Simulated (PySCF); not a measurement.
Two structures of C$_{2}$H$_{5}$Al, singlet, reached by relaxing down either side of one saddle point (PBE0-D4/def2-TZVP). Energies are electronic, without zero-point energy. Computed with PySCF 2.14 with density fitting (its default auxiliary sets; JK sets also for MP2 and CCSD(T)) (basis: def2-TZVPP and def2-QZVPP); correlated methods freeze the cores. Extrapolation: Hartree–Fock as exp(−7.88 √X), correlation as X^−2.97. First:

```xyz
8
angstrom
Al -0.8513 -0.7191 -0.2784
H -0.8486 -1.4034 1.1631
H -0.1387 -1.4781 -1.4834
H -1.9755 0.3598 -0.6070
C 0.8835 1.0154 -0.2609
C 0.9859 0.5741 0.8548
H 0.8440 1.4510 -1.2347
H 1.0981 0.2023 1.8479
```

Second:

```
8
angstrom
Al -0.8291 -0.4613 -1.1484
H -0.4216 0.1200 1.7289
H -0.7260 -0.6630 -2.7202
H -2.1672 -0.8018 -0.3626
C 0.6549 0.2080 -0.0967
C 0.5113 0.3625 1.2233
H 1.6236 0.4745 -0.5191
H 1.3065 0.7353 1.8670
```

Problem. Which bonds change from the first to the second?

Solution. C₂H₂ (C#C) + AlH₃ → C₂H₅Al ([CH2][CH][AlH2]); bonds formed: Al1–C5, H2–C6; bonds broken: Al1–H2.

Problem. Give the saddle point's structure and its height above each. (Judge from chemistry; the value comes from the calculation.)

Solution. Computed: 47.1 kJ/mol above the first and 202.2 kJ/mol above the second (CCSD(T) at an estimated basis limit (MP2 extrapolated from triple and quadruple zeta, plus CCSD(T) − MP2 in triple zeta)).
| atom | x (Å) | y (Å) | z (Å) |
| --- | --- | --- | --- |
| Al1 | -0.8015 | -0.5946 | -0.4317 |
| H2 | -0.4529 | -0.9968 | 1.1195 |
| H3 | -0.2630 | -1.6642 | -1.4720 |
| H4 | -2.1544 | 0.2238 | -0.5580 |
| C5 | 0.7347 | 0.8812 | -0.2917 |
| C6 | 0.8003 | 0.3939 | 0.8397 |
| H7 | 1.0462 | 1.5667 | -1.0540 |
| H8 | 1.0905 | 0.1900 | 1.8481 |

No T1 diagnostic of these runs exceeds 0.019.

Labels in which every atom is bracketed show which atoms are joined, not bond orders.

For scale, one of the runs: CCSD(T)/def2-TZVPP, 174 basis functions, launched by `OMP_NUM_THREADS=4 python run.py`. Hardware: 4 CPU threads of an Arm Neoverse V1, shared host. Wall time 2.5 min; peak host memory 1.2 GiB.
